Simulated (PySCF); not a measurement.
Isomers of BH5P2. Theory: PySCF, PBE0-D3(BJ)/def2-SVP geometry optimisation, gas phase. One conformer each; no zero-point energy, no entropy. No frequencies were run at this level. Point groups hold within 0.08 Å.

Question: Rank from lowest to highest electronic energy at this level (kcal/mol).
A. `[PH2:1][BH:2][PH2:3]` with H–P1–B2–P3 30° and 133°, P1–B2–P3–H 133° and 30°
B. `[BH2:1][PH:2][PH2:3]` with H–B1–P2–P3 44° and -145°, B1–P2–P3–H -21° and -115°

Answer: A (0.0), B (7.1).

```tsv
SMILES	E (Eh)	E rel (kcal/mol)	dipole (D)	point group	A, B, C (MHz)
PBP	-710.01677	0.0	0.23	C2	27845, 2673, 2508
BPP	-710.00538	7.1	0.55	–	16789, 3752, 3222
```

Q: How do the relative energies change in single points at KT2/pcSseg-2 (no added dispersion term) on the same geometries?

A: 
```csv
SMILES,PBE0-D3(BJ)/def2-SVP (kcal/mol),KT2/pcSseg-2 (kcal/mol),shift
PBP,0.0,0.0,0.0
BPP,7.1,5.8,-1.3
```

Each column counts from its own lowest isomer. The order is unchanged; the largest shift is 1.3 kcal/mol.
